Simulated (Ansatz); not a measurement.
**H3SO+ (SMILES O[SH2+]): single points off equilibrium**

One table from this session's results is given with a row withheld; the runs are named, their logs left out.

The runs use Ansatz 0.2.0, Gaussian basis; single points in def2-TZVPP.

Correlated methods freeze the cores. B3LYP uses VWN-RPA correlation.

### Starting geometry

SMILES `O[SH2+]`, 5 atoms, charge 1, spin multiplicity 1.

Atoms are counted from 1 here; the program's logs count them from 0.

Bond lengths: O1–S2 1.501 Å, O1–H3 1.009 Å, S2–H4 1.443 Å, S2–H5 1.414 Å. Angles: S2–O1–H3 112.8°, O1–S2–H4 94.9°, O1–S2–H5 97.6°, H4–S2–H5 90.7°.

Coordinates:

```xyz
5
charge 1, multiplicity 1
O     0.3937   -0.7856    0.2976
S    -0.4836    0.4075    0.0526
H     0.0096   -1.4203    0.9812
H    -0.4565    0.2869   -1.3846
H     0.5367    1.3847    0.0060
```

Set-up of the first run:

Input file run/in.yaml:

```yaml
crystal:
  periodic: [false, false, false]
  atoms:
    - {symbol: O, position_ang: [0.393700, -0.785600, 0.297600]}
    - {symbol: S, position_ang: [-0.483600, 0.407500, 0.052600]}
    - {symbol: H, position_ang: [0.009600, -1.420300, 0.981200]}
    - {symbol: H, position_ang: [-0.456500, 0.286900, -1.384600]}
    - {symbol: H, position_ang: [0.536700, 1.384700, 0.006000]}
basis:
  gaussian: {orbitals: def2-TZVPP}
total_charge: 1
correlation: {method: ccsd_t}
output: {forces: true}
```

No record of the launch command was kept for these runs.

Among the steps run: CCSD(T)/def2-TZVPP; PBE0-D4/def2-TZVPP; wB97M-V/def2-TZVPP; r2SCAN-D4/def2-TZVPP; PBE-D4/def2-TZVPP; B3LYP-D4/def2-TZVPP; B97M-V/def2-TZVPP.

One table of the session follows, with a row left open; its other results are not shown here.

| method | RMS force component (eV/Å) | angle to CCSD(T) forces (°) |
| --- | --- | --- |
| CCSD(T) | 2.032 | reference |
| PBE0-D4 | 1.869 | 2.9 |
| wB97M-V | ? | ? |
| r2SCAN-D4 | 1.903 | 2.0 |
| PBE-D4 | 1.909 | 8.6 |
| B3LYP-D4 | 1.937 | 2.1 |
| B97M-V | 1.890 | 3.2 |

**Question.** Estimate the row for wB97M-V.

The run gave: RMS force component (eV/Å): 1.934; angle to CCSD(T) forces (°): 2.0. In the column «RMS force component (eV/Å)» it lies between PBE-D4 (1.909) and B3LYP-D4 (1.937).
